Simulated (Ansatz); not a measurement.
**SiH3 (silyl radical): levels of theory compared**

We compute a comparison of 3 runs (UPBE/3-21G, U-wB97X/6-31G*, UCCSD(T)/3-21G) of SiH3 (silyl radical). 

The calculation is run with Ansatz 0.2.0.

53 further runs of the same task are left out: 53 set aside as unsound or not needed.

## Step 1: The system as given

The species is SiH3 (4 atoms), meant as a doublet with charge 0. SMILES: `[SiH3]`. The H2–Si1 distance was set to 2.972 Å, away from the relaxed value. At this shape a bond of the SMILES string is far longer than usual.

Bond lengths: Si1–H3 1.486 Å, Si1–H4 1.486 Å. Angles: H3–Si1–H4 111.2°.

## Step 2: The energy at UPBE/3-21G (run 1)

Contents of input.yaml:

```yaml
basis:
  gaussian:
    orbitals: 3-21G.json
crystal:
  periodic: [false, false, false]
  atoms:
    - {symbol: Si, position_ang: [0.028408, -0.719106, -1.451971]}
    - {symbol: H, position_ang: [0.559150, 0.665300, 1.123900]}
    - {symbol: H, position_ang: [-0.489412, -2.093856, -1.227811]}
    - {symbol: H, position_ang: [-0.894262, 0.071044, -2.307931]}
magnetization:
  spin_polarized: true
  initial_magnetization: 1
hamiltonian:
  xc: {name: PBE}
accuracy: high
```

The basis set 3-21G is read from a file made from the Basis Set Exchange's data (not shown).

The run is started by

```bash
$ ansatz run input.yaml --threads 1 --pin off --max-ram 3480MiB --events-out events.jsonl --progress --plain --runs-dir runs
```

What it wrote:

```text
Warning: RAYON_NUM_THREADS=1 ignored (pool sized by the plan → 1); use --threads N
Functional definition: PBE
  name "PBE"
  parameter kappa = 0.804
  parameter beta = 0.06672455060314922
  exchange = pbe_x(kappa = kappa, mu = beta*pi^2/3)
  correlation = pbe_c(beta = beta)
369 factors; integrals over basis functions are off by at most 4.2e-9 eV
mean field evaluation 1: about -7874.6080 eV, gradient 4.5e0 eV
mean field evaluation 2: about -7874.5179 eV, gradient 5.2e0 eV
mean field evaluation 4: about -7874.9390 eV, gradient 7.7e-1 eV
mean field evaluation 8: about -7874.9801 eV, gradient 4.1e-2 eV
mean field evaluation 16: about -7874.9802 eV, gradient 7.7e-5 eV
mean field evaluation 32: about -7873.1072 eV, gradient 6.5e0 eV
mean field -7874.98020767 eV, -289.4001847787 hartree, gradient 1.1e-8 eV, S^2 1.036790; 2 other end points of the search recorded, 0 dependent functions left out
reference -7874.98021018 eV, -289.4001848706 hartree; 9, 8 occupied and 10, 11 virtual orbitals, 369 factors
Total energy: -7874.98021018 eV, -289.4001848706 hartree
```

It took 1.4 s on 1 thread of Arm Neoverse V1, shared host; peak memory 0.11 GiB.

## Step 3: The energy at U-wB97X/6-31G(d) (spherical functions) (run 2)

Contents of job.yaml:

```yaml
crystal:
  periodic: [false, false, false]
  atoms:
    - {symbol: Si, position_ang: [0.028408, -0.719106, -1.451971]}
    - {symbol: H, position_ang: [0.559150, 0.665300, 1.123900]}
    - {symbol: H, position_ang: [-0.489412, -2.093856, -1.227811]}
    - {symbol: H, position_ang: [-0.894262, 0.071044, -2.307931]}
basis:
  gaussian:
    orbitals: 6-31G_st_-spherical.json
magnetization:
  spin_polarized: true
  initial_magnetization: 1
hamiltonian:
  xc: {name: wB97X}
accuracy: high
```

The basis set 6-31G* is read from a file made from the Basis Set Exchange's data (not shown).

The run is started by

```bash
$ ansatz run job.yaml --threads 1 --pin off --max-ram 3480MiB --events-out events.jsonl --progress --plain --runs-dir runs
```

What it wrote, shortened:

```text
Warning: RAYON_NUM_THREADS=1 ignored (pool sized by the plan → 1); use --threads N
Functional definition: wB97X
  name "wB97X"
[...]
      + exact_x_lr(omega)
[...]
      + integral(e_c_pw_opposite_spin*poly(b97_u_opposite, 1, cos1, cos2, cos3, cos4))
448 factors; integrals over basis functions are off by at most 3.8e-9 eV
185 factors; integrals over basis functions are off by at most 2.1e-9 eV
[...]
mean field -7920.47301004 eV, -291.0720144294 hartree, gradient 3.6e-8 eV, S^2 1.062252; 4 other end points of the search recorded, 0 dependent functions left out
reference -7920.47300826 eV, -291.0720143640 hartree; 9, 8 occupied and 15, 16 virtual orbitals, 448 factors
Total energy: -7920.47300826 eV, -291.0720143640 hartree
```

Run time: 19 s. Hardware: 1 thread of Arm Neoverse V1, shared host; peak memory 0.3 GiB.

## Step 4: A single-point energy at UCCSD(T)/3-21G (run 3)

Changes to job.yaml since step 3:

```diff
@@ -9,3 +9,3 @@
   gaussian:
-    orbitals: 6-31G_st_-spherical.json
+    orbitals: 3-21G.json
 magnetization:
@@ -13,4 +13,7 @@
   initial_magnetization: 1
-hamiltonian:
-  xc: {name: wB97X}
+correlation:
+  method: ccsd_t
+  frozen_orbitals: {H: 0, Si: 5}
 accuracy: high
+scf:
+  omitted_lower_state_checks: [cluster_reference, increment]
```

The basis set 3-21G is read from a file made from the Basis Set Exchange's data (not shown).

The run is started by

```bash
$ ansatz run job.yaml --threads 1 --pin off --max-ram 3480MiB --events-out events.jsonl --progress --plain --runs-dir runs
```

What it wrote:

```text
Warning: RAYON_NUM_THREADS=1 ignored (pool sized by the plan → 1); use --threads N
[... 13 lines left out ...]
5 core orbitals not correlated: weight in the atoms' cores, before any rotation towards them, 1.000 or more for the frozen orbitals, at most 0.000 for the correlated occupied ones
[... 41 lines left out ...]
Total energy: -7865.29769430 eV, -289.0443589751 hartree
Checks for a lower state left out: cluster_reference, increment
```

Wall time 0.42 s (1 thread of Arm Neoverse V1, shared host).

## Step 5: All runs side by side

```tsv
run	level	frozen core orbitals	energy (Eh)	⟨S²⟩	wall time
1	UPBE/3-21G	–	-289.400185	1.037	1.4 s
2	U-wB97X/6-31G* (spherical functions)	–	-291.072014	1.062	19 s
3	UCCSD(T)/3-21G	5	-289.044359	1.273	0.42 s
```

## Step 6: Summary of results

```
                                          quantity          value
                               run 3: total energy  -289.04436 Eh
run 3: correlation energy (5 core orbitals frozen)      -62.7 mEh
                             run 3: (T) correction      -1.77 mEh
          run 3: ⟨S²⟩ of the reference determinant          1.273
                              run 3: T1 diagnostic          0.055
```

**Reading.** Totals of different functionals can't be ranked against each other. Spin contamination of the reference: run 3 ⟨S²⟩ = 1.27, run 2 ⟨S²⟩ = 1.06, run 1 ⟨S²⟩ = 1.04. All runs together took 21 s, the longest 19 s.
